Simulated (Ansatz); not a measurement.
**B₂SiH (doublet): wave-function methods side by side, def2-QZVPP**

The task here is to estimate one member of a computed series from the others.

The runs use Ansatz 0.2.0, Gaussian basis; def2-QZVPP, core rule «outside noble gas», up to 7 orbitals frozen.

Plan: UHF; ROHF; CCSD(T) on UHF.

### The system

The geometry is a PBE0/def2-TZVP stationary point (not a proven minimum) of the parent state, kept for this charge and spin.

4 atoms, charge 0, spin multiplicity 2.

Atoms are counted from 1 here; the program's logs count them from 0.

Bond lengths: B1–Si2 1.995 Å, B1–B3 1.731 Å, Si2–B3 1.946 Å, B3–H4 1.188 Å. Angles: Si2–B1–B3 62.5°, B1–Si2–B3 52.1°, B1–B3–Si2 65.4°, B1–B3–H4 134.1°, Si2–B3–H4 160.5°.

The first run:

File in.yaml:

```yaml
crystal:
  periodic: [false, false, false]
  atoms:
    - {symbol: B, position_ang: [0.000000, -1.102278, -0.760213]}
    - {symbol: Si, position_ang: [0.000000, 0.151019, 0.792273]}
    - {symbol: B, position_ang: [0.000000, 0.594686, -1.102049]}
    - {symbol: H, position_ang: [0.000000, 1.236325, -2.101784]}
basis:
  gaussian: {orbitals: "def2-QZVPP.json"}
magnetization: {spin_polarized: true, initial_magnetization: 1}
hamiltonian: {xc: hf}
output: {orbitals: {seedname: orbitals}}
```

Launch:

```console
> ansatz run in.yaml --threads 1 --pin off --events-out ev --progress --plain --max-ram 2393MiB
```

Steps of the session up to this table: UHF; ROHF; CCSD(T) on UHF.

One table of the session follows, with a row left open; its other results are not shown here.

| method | from UCCSD(T) (kcal/mol) |
| --- | --- |
| ROHF | +226.09 |
| UHF | ? |
| UMP2 | +40.91 |
| UCCSD | +16.46 |
| UCCSD(T) | 0 |

Estimate the missing values for UHF.

As computed: from UCCSD(T) (kcal/mol): +210.13. In the column «from UCCSD(T) (kcal/mol)» it lies between UMP2 (+40.91) and ROHF (+226.09).

Limits of these values: The determinant is far from a pure spin state, so its energy mixes those of several spin states (harmless only where they are near-degenerate, as at dissociation).
